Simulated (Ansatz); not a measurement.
Ideal-gas functions of C2H3NO (`C=CN=O`) at 298.15 K and 1 bar, from an Ansatz frequency run at PBE0-D4/def2-TZVP.

Molar mass 57.05 g/mol, point group Cs (symmetry number 1), electronic degeneracy 1, moments of inertia 9.401, 98.232, 107.633 u Å². Harmonic wavenumbers (cm⁻¹, unscaled): 178, 349, 621, 690, 900, 1008, 1017, 1155, 1283, 1411, 1638, 1703, 3162, 3178, 3271.

Use S(trans) = R[1.5 ln M + 2.5 ln T − 1.1517]; rotational temperatures θ = 24.2544 K / I; S(rot) = R[ln(√π/σ · √(T³/θAθBθC)) + 1.5]; for each mode x = 1.438777 ν̃/T, S = R[x/(eˣ − 1) − ln(1 − e⁻ˣ)] and H = RT x/(eˣ − 1); 1 cm⁻¹ = 0.0119627 kJ/mol; R = 8.31446 J/(mol·K).

**Question.** By hand: the entropy, in J/(mol·K).

**Answer.** Translation 159.3. Rotation: θ = 2.58, 0.2469, 0.2253 K, giving 96.4. Vibration, mode by mode: 9.83, 4.90, 1.74, 1.33, 0.58, 0.38, 0.37, 0.21, 0.12, 0.07, 0.03, 0.02, 0.00, 0.00, 0.00, in all 19.6. Electronic 0.0. Sum 275.3 J/(mol·K).

**Question.** By hand: H − E and G − E in kJ/mol, counted from the electronic energy.

**Answer.** Zero-point energy ½ × 21564 × 0.0119627 = 129.0; thermal vibration 3.7; translation, rotation and pV give 4 RT = 9.9. H − E = 142.6 kJ/mol, and G − E = 142.6 − 298.15 × 275.3/1000 = 60.5 kJ/mol.

Vibration gives 7 % of the entropy. The sum counts one conformer and one mirror image; others add a mixing term.
